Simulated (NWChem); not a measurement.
System: allene (C₃H₄); SMILES C(=C)=C

Results from NWChem. Structure relaxed at the PBE-D3(BJ)/def2-SVP level. Gas phase, vertical.

BHandHLYP/def2-SVP, full TDDFT puts singlet state 4 at 8.26 eV with oscillator strength 1.251.

**Question.** Give the wavelength, the transition dipole and the radiative lifetime of that state in vacuum.

**Answer.** 
1. λ = 1239.84/8.26 = 150 nm, or 66620 cm⁻¹.
2. f = (2/3) ΔE μ² in atomic units, so μ = √(1.5 f/ΔE) = 2.49 a.u. = 6.32 D.
3. τ = 1.499 s cm⁻² / (f ν²) = 0.27 ns, for a non-degenerate state that emits at the vertical energy; a higher state like this one mostly decays faster by other paths.
